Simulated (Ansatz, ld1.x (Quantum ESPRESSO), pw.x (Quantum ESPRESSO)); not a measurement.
From atom to crystal: ultrasoft potential for potassium (K)

```
Element                 : potassium
Generator               : ld1.x (Quantum ESPRESSO) 7.5
Type                    : ultrasoft
Functional              : PBEsol
Relativity              : scalar-relativistic
Frozen core             : [Ne]
Valence charge          : 9
Reference configuration : 3s2 3p6 3d1 4s0 4p0
Partial waves           : 3s (bound): rcut 1.70, rcutus 1.95 bohr; 4s (bound, empty): rcut 1.70, rcutus 1.95 bohr; 3p (bound): rcut 2.00, rcutus 2.45 bohr; 4p (bound, empty): rcut 2.00, rcutus 2.45 bohr; 3d (bound): rcut 3.15, rcutus 4.40 bohr; 3d channel at 1.05 Ry: rcut 3.15, rcutus 4.40 bohr
Local potential         : all-electron potential smoothed inside 3.55 bohr (lloc = -1)
Core correction         : Bessel-smoothed model core, default radius (core density twice the valence density)
Augmentation charge     : PSQ, inside the norm-conserving radii
```

Crystal test: bcc K in pw.x 7.5, no spin, 9³ k-points, Fermi–Dirac smearing 0.01 Ry, cutoffs 40/320 Ry. The reference is all-electron LAPW (Ansatz 0.2.0) with the same functional, mesh and smearing; V0 and B0 come from Birch–Murnaghan fits to the pressures at five volumes. Errors are pseudo minus all-electron; Δ is the rms difference of the E(V) curves that follow from these fits, minima aligned, over ±6 % about the mean V0. Mesh and smearing are coarse, so the numbers serve the comparison and aren't converged zero-temperature values; the lattice is a test structure that the element need not adopt.

All-electron: a0 = 5.222 Å (V0 = 71.21 Å³/atom), B0 = 3.6 GPa.

Question: How far does the potential miss the all-electron equation of state?

Answer: mean pressure error (GPa): +0.20; a0 (Å): 5.305; a0 error (%): +1.59; B0 error (%): +9.9; Δ (meV/atom): 2.9. This is a poor potential for the solid. Atomic configuration tests: test run stopped at test 4 of 7 (negative rho).

```csv
V (Å³/atom),P all-electron (GPa),P pseudo (GPa)
67.914,0.19,0.45
69.701,0.08,0.32
71.488,-0.01,0.19
73.275,-0.10,0.07
75.062,-0.17,-0.02
```

Question: At the middle volume, how do free energy and pressure move when the wave cutoff is lowered (ecutrho held at 320 Ry)?

Answer:

```
cutoff (Ry)  shift of F (meV/atom)  shift of P (GPa)
         18                  +45.0             -0.29
         24                   +7.4             -0.06
         32                   +1.7             -0.02
```

Input at the middle volume:

```
&control
  calculation='scf', prefix='x', pseudo_dir='./', outdir='./tmp', tstress=.true., disk_io='none'
/
&system
  ibrav=0, nat=1, ntyp=1, ecutwfc=40, ecutrho=320, nbnd=12,
  occupations='smearing', smearing='fd', degauss=0.01
/
&electrons
  conv_thr=1e-09, mixing_beta=0.4, electron_maxstep=70
/
ATOMIC_SPECIES
K 1.0 K.UPF
CELL_PARAMETERS angstrom
  -2.61451448 2.61451448 2.61451448
  2.61451448 -2.61451448 2.61451448
  2.61451448 2.61451448 -2.61451448
ATOMIC_POSITIONS crystal
K 0.0000 0.0000 0.0000
K_POINTS automatic
9 9 9 0 0 0
```

```bash
pw.x < K.scf.in > K.scf.out
```

Lines of the output:

```
Message from routine setup:
     using ibrav=0 with symmetry is DISCOURAGED, use correct ibrav instead
     lattice parameter (alat)  =       8.5576  a.u.
     unit-cell volume          =     482.4249 (a.u.)^3
     number of electrons       =         9.00
     number of Kohn-Sham states=           12
     kinetic-energy cutoff     =      40.0000  Ry
     charge density cutoff     =     320.0000  Ry
     scf convergence threshold =      1.0E-09
     Exchange-correlation= PBESOL
     number of k points=    35  Fermi-Dirac smearing, width (Ry)=  0.0100
     iteration #  1     ecut=    40.00 Ry     beta= 0.40
     total energy              =     -74.12612882 Ry
     estimated scf accuracy    <       0.08724844 Ry
     iteration #  2     ecut=    40.00 Ry     beta= 0.40
     total energy              =     -74.11478007 Ry
     estimated scf accuracy    <       0.02386143 Ry
     iteration #  3     ecut=    40.00 Ry     beta= 0.40
     total energy              =     -74.12526105 Ry
     estimated scf accuracy    <       0.00032595 Ry
     iteration #  4     ecut=    40.00 Ry     beta= 0.40
     c_bands:  5 eigenvalues not converged
     c_bands:  5 eigenvalues not converged
     c_bands:  1 eigenvalues not converged
     c_bands:  4 eigenvalues not converged
     c_bands:  5 eigenvalues not converged
     c_bands:  5 eigenvalues not converged
     c_bands:  5 eigenvalues not converged
     c_bands:  4 eigenvalues not converged
     [... 20 repeated lines left out ...]
     total energy              =     -74.13373668 Ry
     estimated scf accuracy    <       0.00108704 Ry
     iteration #  5     ecut=    40.00 Ry     beta= 0.40
     [... 15 repeated lines left out ...]
     total energy              =     -74.13432895 Ry
     estimated scf accuracy    <       0.00000868 Ry
     iteration #  6     ecut=    40.00 Ry     beta= 0.40
     [... 30 repeated lines left out ...]
     total energy              =     -74.13461053 Ry
     estimated scf accuracy    <       0.00018125 Ry
     iteration #  7     ecut=    40.00 Ry     beta= 0.40
     [... 12 repeated lines left out ...]
     total energy              =     -74.13467044 Ry
     estimated scf accuracy    <       0.00001925 Ry
     iteration #  8     ecut=    40.00 Ry     beta= 0.40
     [... 5 repeated lines left out ...]
     total energy              =     -74.13467693 Ry
     estimated scf accuracy    <       0.00004067 Ry
     [... 16 iterations left out ...]
     iteration # 25     ecut=    40.00 Ry     beta= 0.40
     total energy              =     -74.13466954 Ry
     estimated scf accuracy    <       0.00000005 Ry
     iteration # 26     ecut=    40.00 Ry     beta= 0.40
     total energy              =     -74.13466964 Ry
     estimated scf accuracy    <       0.00000002 Ry
     iteration # 27     ecut=    40.00 Ry     beta= 0.40
     [... 21 repeated lines left out ...]
     total energy              =     -74.13466968 Ry
     estimated scf accuracy    <       0.00000025 Ry
     iteration # 28     ecut=    40.00 Ry     beta= 0.40
     total energy              =     -74.13466973 Ry
     estimated scf accuracy    <          6.2E-09 Ry
     iteration # 29     ecut=    40.00 Ry     beta= 0.40
     total energy              =     -74.13466974 Ry
     estimated scf accuracy    <       0.00000002 Ry
     iteration # 30     ecut=    40.00 Ry     beta= 0.40
     total energy              =     -74.13466974 Ry
     estimated scf accuracy    <          2.6E-09 Ry
     iteration # 31     ecut=    40.00 Ry     beta= 0.40
     [... 4 repeated lines left out ...]
     total energy              =     -74.13466975 Ry
     estimated scf accuracy    <          2.2E-09 Ry
     iteration # 32     ecut=    40.00 Ry     beta= 0.40
     [... 5 repeated lines left out ...]
     the Fermi energy is     1.9109 ev
!    total energy              =     -74.13466975 Ry
     estimated scf accuracy    <          4.7E-10 Ry
     smearing contrib. (-TS)   =      -0.00315813 Ry
     The total energy is F=E-TS. E is the sum of the following terms:
     one-electron contribution =     -36.98045762 Ry
     hartree contribution      =      19.38706616 Ry
     xc contribution           =     -26.70662503 Ry
     ewald contribution        =     -29.83149513 Ry
     convergence has been achieved in  32 iterations
          total   stress  (Ry/bohr**3)                   (kbar)     P=        1.89
     Message from routine punch:
     Nothing written, as per user request (disk_io='none')
```

The run at the middle volume (35 k-points, 32 iterations) took about 80 s on one core of a shared host (Neoverse-V2, 32 threads, 247 GiB, load 25).
